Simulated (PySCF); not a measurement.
# Helium: a sound run and one with changed settings

Sound run: He 1s2, He+ 1s1. All numbers are calculated (PySCF 2.14, no relativity, point nucleus, in cc-pVTZ (3s2p1d, 14 functions)). The sound run starts from symmetry-adapted Hartree-Fock orbitals and uses a fine grid where one is needed.

A second run was set up differently.

```
species  method  sound run (hartree)  changed run (hartree)  converged
     He     UHF             -2.86115               -2.86115        yes
     He  r2SCAN             -2.90432               -2.90747        yes
     He  M06-2X             -2.90399               -2.90942        yes
    He+     UHF             -1.99892               -1.99892        yes
    He+  r2SCAN             -1.99935               -2.00175        yes
    He+  M06-2X             -1.99656               -1.99345        yes
```

Ionisation energy of He:

```csv
method,sound run (eV),changed run (eV)
UHF,23.463,23.463
r2SCAN,24.625,24.646
M06-2X,24.692,24.925
```

(1) What was changed?
A. basis contracted for another Hamiltonian
B. all electrons correlated in a valence basis
C. a valence shell is frozen
D. radial grid too coarse

Results:

(1) D. It used radial step 0.8 in ln r (0.13 in the sound run). A coarse radial grid mis-integrates the density and the exchange-correlation energy, with errors of either sign; Hartree-Fock needs no grid.
